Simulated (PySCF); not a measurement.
**Beryllium: a sound run and one with changed settings**

Sound run: Be [He] 2s2, Be+ [He] 2s1. Calculation: PySCF 2.14, in jorge-DZP-DKH; scalar relativity by spin-free X2C-1e. In the sound run the correlated levels freeze 1s2. The sound run starts from symmetry-adapted Hartree-Fock orbitals and uses a fine grid where one is needed.

Changed run: all electrons correlated in a basis built for the valence shell.

| species | method | sound run (hartree) | changed run (hartree) | converged |
| --- | --- | --- | --- | --- |
| Be | MP2 | -14.59991 | -14.61261 | yes |
| Be | CCSD(T) | -14.61944 | -14.63365 | yes |
| Be+ | MP2 | n/a | -14.29150 | yes |
| Be+ | CCSD(T) | n/a | -14.29324 | yes |

Ionisation energy of Be:

```
 method  sound run (eV)  changed run (eV)
    UHF           8.037             8.037
    MP2           8.737             8.738
SCS-MP2           8.876             8.878
   CCSD           9.268             9.260
CCSD(T)           9.268             9.263
```

A valence basis has no tight correlating functions, so it recovers only part of the core correlation, and not evenly between atom and ion.

For comparison, NIST gives 9.323 eV between the lowest levels.
